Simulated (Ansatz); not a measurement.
Two isomers of C6H10: A = `CCC#CCC`, B = `C=CCCC=C`.

Computed with Ansatz on PBE0-D4/def2-TZVP structures; ΔE is electronic, products minus reactants. CCSD(T)/CBS is the MP2 limit (def2-TZVPP, def2-QZVPP) plus CCSD(T) − MP2 in def2-TZVPP, frozen cores. DFT in def2-TZVPP. B3LYP here is the variant with VWN-RPA as its local correlation; programs differ in this. One conformer a species, not always the lowest.

(1) Which isomer does CCSD(T)/CBS put lower? Give the gap. (Estimate.)

(2) Give E(B) − E(A) in kcal/mol with CCSD/def2-TZVPP, CCSD(T)/def2-SVP, B3LYP, MP2/def2-TZVPP, BLYP-D4, ωB97M-V, CCSD(T)/def2-TZVPP. (An estimate is asked.)

Largest T1 diagnostic: 0.010.

Answers

(1) Computed: B, by 5.7 kcal/mol.

(2) Ansatz gave: CCSD/def2-TZVPP -5.2, CCSD(T)/def2-SVP -5.5, B3LYP -4.4, MP2/def2-TZVPP -2.1, BLYP-D4 -6.5, ωB97M-V -5.5, CCSD(T)/def2-TZVPP -5.7. None reverses the order clearly.

The D4 term adds −1.6 kcal/mol with B3LYP and −0.9 kcal/mol with PBE0; it sums over pairs of atoms, weighted by their polarisabilities, and B3LYP, whose exchange is more repulsive, gets the larger term. Leaving LDA and LC-ωPBE aside and taking each functional with its dispersion term where it has one, the values, not all of them listed here, spread over 3.2 kcal/mol, from BLYP-D4 to PBE-QIDH. LDA lies −1.0 kcal/mol from PBE without D4.
